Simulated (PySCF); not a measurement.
Energies from PySCF, thermal terms from the rigid-rotor harmonic-oscillator model, ideal gas at 1 bar. 'Table' is the NASA 1993 thermochemical table (part measured, part estimated). 6-31G* has spherical d functions here. All species are closed-shell singlets. B3LYP is the form with VWN-RPA correlation. The harmonic model lacks anharmonicity and excited electronic states, which grow with temperature; levels with a mode under 35 cm⁻¹ are left out. The table's entry may be an old estimate for SiO (not checked at source).

Harmonic frequencies at B3LYP/6-31G* (cm⁻¹): 1244. Point group C∞v; S°(298 K) = 211.7 J/mol/K at this level.

Task: Work out Cp and S° of gaseous SiO at 500, 800, 1200, 1600, 2000 K from these, and set them beside the table.

Result: 
| T (K) | Cp B3LYP/6-31G* | Cp table | S° B3LYP/6-31G* | S° table |
|---|---|---|---|---|
| 500 | 32.2 | 32.4 | 227.7 | 227.6 |
| 800 | 34.7 | 34.9 | 243.5 | 243.4 |
| 1200 | 36.0 | 36.2 | 257.8 | 257.9 |
| 1600 | 36.6 | 36.9 | 268.3 | 268.4 |
| 2000 | 36.9 | 37.3 | 276.5 | 276.7 |
Units J/mol/K.
